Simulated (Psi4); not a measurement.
**OF2 (oxygen difluoride): a line through the functionals**

OF2: 3 atoms, total charge 0, spin state singlet. As SMILES, `FOF`. The coordinates come from a PBE0-D4/def2-TZVP relaxation.

The HOMO–LUMO gap y, in eV, basis cc-pVTZ; a is the functional's share of exact exchange. Programs: Psi4 1.11.

| functional | program | a | y (eV) |
| --- | --- | --- | --- |
| BLYP | Psi4 | 0 | 3.88 |
| TPSS | Psi4 | 0 | 4.28 |
| TPSSh | Psi4 | 0.1 | 5.80 |
| B3LYP | Psi4 | 0.2 | 6.99 |
| PBE0 | Psi4 | 0.25 | ? |
| BHLYP | Psi4 | 0.5 | 11.74 |

Task: Fit y = c + s·a to the known rows and predict PBE0.

Result: 
1. Means of the 5 rows: a = 0.1600, y = 6.538.
2. Σ(Δa)² = 0.172, Σ(Δa·Δy) = 2.6176, so the slope is 2.6176/0.172 = 15.219.
3. Intercept: 6.538 − (15.219) × 0.1600 = 4.103. The largest residual of the fit is 0.22.
4. PBE0: 4.103 + (15.219) × 0.25 = 7.91 eV.

The run gave 7.76 eV, so the prediction is off by +0.15 eV, within the largest residual. Exact exchange lowers occupied levels and raises empty ones. The rows mix families of semi-local functionals, which the line can't see.
